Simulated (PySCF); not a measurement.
Species: C4H7, charge -1, multiplicity 1. It need not be the lowest isomer of its formula. Whether it binds its extra electron was not tested at this geometry. 
Coordinates optimised at B3LYP-D3(BJ)/def2-TZVP (Ansatz):
```xyz
11

C      0.2026     0.0991     1.4400
C     -0.0034     0.1272     0.0647
H      0.3361     1.0103     2.0148
H      0.2627    -0.8409     1.9763
C     -0.1117     1.2222    -0.7863
H     -0.0079     2.2395    -0.4219
H     -0.2774     1.0888    -1.8491
C     -0.0872    -1.2368    -0.6116
H     -0.4991    -1.9897     0.0679
H     -0.7209    -1.1971    -1.5032
H      0.9050    -1.5813    -0.9255
```
Charge -1, spin multiplicity 1.

Dispersion corrections to the total energy (kcal/mol) from the dftd3 and dftd4 libraries through PySCF: D3(BJ) without and D4 with the three-body term, each with the damping fitted for the functional named.

| functional | D3(BJ) | D4 |
|---|---|---|
| CAM-B3LYP | -3.31 | -4.25 |
| LC-wPBE | -4.08 | -5.67 |
| PBE | -4.59 | ? |
| BLYP | -9.51 | ? |
| r2SCAN | -1.25 | ? |
| PW6B95 | -2.06 | -4.45 |
| PBE0 | -3.85 | -4.30 |

Some entries are withheld; supply them.


- PBE, D4: -5.16
- BLYP, D4: -11.67
- r2SCAN, D4: -1.31
